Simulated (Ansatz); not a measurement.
## Rock-salt SnTe (cubic form, which distorts at low temperature)

Calculation: rVV10 (Ansatz, a quantum-chemistry and plane-wave program, plane waves, PAW).

Numerical settings: plane-wave cutoff 500 eV, 12×12×12 k mesh, Fermi–Dirac smearing 0.05 eV, scalar-relativistic PAW data made under PBE.

Cell: relaxed at this level.

For rock-salt SnTe (cubic form, which distorts at low temperature), the volume per atom is 33.77 Å³/atom. The lattice parameter a is 6.464 Å. The band gap is 0.12 eV (under three smearing widths, so not firm).

Measured, for comparison: band gap 0.3 eV (4 K, zero-point motion not removed, bulk gap, ARPES or transport; rounded; as tabulated in Ando (2013), arXiv:1304.5693); equilibrium volume per atom 31.50 Å³/atom, lattice constant a 6.316 Å (room temperature, no zero-point or thermal correction; as tabulated in Maiti et al. (2022), arXiv:2109.01420). Computed (rounded) less measured: equilibrium volume per atom +7.2 %, lattice constant a +2.3 %.

Note: symmetry holds this phase in the static calculation, where it need not be a minimum.

Spin–orbit coupling is not included; with these elements it can move the gap by several tenths of an eV or more.

Computed values are for the static lattice.
